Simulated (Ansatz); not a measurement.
Results of r²SCAN+SOC (Ansatz, an electronic-structure program, plane waves, PAW) for fluorite CeO2.

Settings: plane-wave cutoff 560 eV, 12×12×12 k mesh, Fermi–Dirac smearing 0.01 eV, PAW data made under PBE.

Cell (relaxed at this level):

```yaml
crystal:
  lattice:
    - [0.00000, 2.71822, 2.71822]
    - [2.71822, 0.00000, 2.71822]
    - [2.71822, 2.71822, 0.00000]
  atoms:
    - { symbol: Ce, position: [0.00000, 0.00000, 0.00000] }
    - { symbol: O, position: [0.25000, 0.25000, 0.25000] }
    - { symbol: O, position: [0.75000, 0.75000, 0.75000] }
```

**Question.** Predict the pressure derivative B′ of the bulk modulus, Γ–Γ gap and band gap.

**Answer.** 
pressure derivative B′ of the bulk modulus: 4.4
Γ–Γ gap: 3.05 eV
band gap: 2.13 eV (indirect)

Measured, for comparison: band gap 3 eV (temperature not stated, not corrected to a static lattice, O 2p to Ce 4f, our sources range from 3.00 to 3.20; as tabulated in Tran et al. (2019), arXiv:1908.01820). Computed (rounded) less measured: band gap -0.87 eV (-0.87 eV to -1.07 eV over the range).

Computed values are for the static lattice.
